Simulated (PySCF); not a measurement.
Compound: 2,2,2-trifluoroethylamine, C₂H₄F₃N.
Z-matrix (Å and degrees, PBE0-D3(BJ)/def2-TZVP geometry), rows numbered from 1:
```
N 
C   1  1.4419
C   2  1.5105  1  110.40
F   3  1.3433  2  111.16  1    57.94
F   3  1.3414  2  110.35  1   176.82
F   3  1.3320  2  112.89  1   -62.83
H   1  1.0094  2  111.05  3   164.79
H   1  1.0113  2  111.33  3   -74.61
H   2  1.0994  1  115.88  3   120.82
H   2  1.0916  1  109.69  3  -117.15
```

All values: wB97X-D/pcSseg-2 (PySCF, non-relativistic), on one gas-phase PBE0-D3(BJ)/def2-TZVP geometry that isn't relaxed in the solvent. The solvent is an IEF-PCM continuum (cavity from Bondi-type radii × 1.2). Only the electrostatic response of the medium enters.

Gas phase at wB97X-D/pcSseg-2: HOMO -9.59 eV, LUMO 2.06 eV, dipole 3.21 D.

Task: What does the continuum do to the energy, the frontier levels and the dipole at wB97X-D/pcSseg-2 in chloroform?

Result: 
```csv
solvent,ε,E(solvent) − E(gas) (kcal/mol),polarisation term (kcal/mol),distortion of the solute (kcal/mol),HOMO (eV),LUMO (eV),dipole (D)
chloroform,4.711,-4.45,-4.97,0.52,-9.39,2.48,3.73
```

The polarisation term is half the interaction of the solute with the surface charges that it induces; the rest is the cost of distorting the solute's density. The sum is the electrostatic part of solvation alone.

Task: Which radius a makes the point-dipole formula ΔE = −[(ε − 1)/(2ε + 1)]·μ²/a³ give the value in chloroform, with the gas-phase dipole?

Result: μ = 1.265 au and |ΔE| = 0.00710 Eh give a = 2.28 Å; the farthest nucleus lies 2.22 Å from the centroid of the nuclei. The formula assumes a rigid point dipole at the centre of a sphere.

Hardware: one thread, Arm Neoverse N1 (aarch64), shared host. Cost: 72 s, 1.1 GiB resident at most. This is the whole shielding run at wB97X-D/pcSseg-2 in chloroform, SCF included.

The pairwise dispersion term of wB97X-D wasn't added to the energies; at a given geometry it leaves orbitals and properties as they are.
